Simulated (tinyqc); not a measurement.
The integration grid: Kohn-Sham PBE on finer and finer grids in the sto-6g basis, for H2O+, spin multiplicity 2. Computed by the program tinyqc with PySCF. Self-consistent on each grid; the net force on the molecule should vanish.

Geometry (angstrom):
```
atom       x        y       z
O     0.0000   0.0000  0.0000
H     0.0000   0.7830  0.6660
H     0.0000  -0.7830  0.6660
```

Kohn-Sham energy on Becke grids (radial x angular points per atom):
```
grid       points  residual of the electron count  E (hartree)  E - finest (mhartree)  largest net force without grid terms (hartree/bohr)
10 x 14       416                        3.33e-03    -75.64709              -40.41701                                             2.01e-02
15 x 26      1152                        1.61e-02    -75.60737               -0.69847                                             4.03e-03
20 x 50      2978                       -8.30e-04    -75.60877               -2.09467                                             4.19e-03
30 x 86      7726                        4.02e-04    -75.60679               -0.11825                                             9.88e-04
50 x 194    29038                        4.67e-07    -75.60667                0.00010                                             7.12e-06
75 x 302    67886                        1.05e-07    -75.60668               4.24e-05                                             3.25e-06
120 x 590  212140                       -2.78e-09    -75.60668                0.00000                                             2.60e-07
```

What does the comparison show, and why?

The energy is within 0.1 mhartree of the finest grid first at 50 x 194. The error has one sign here, though quadrature is not variational. The electron count and the net force are cheap signs of a poor grid.
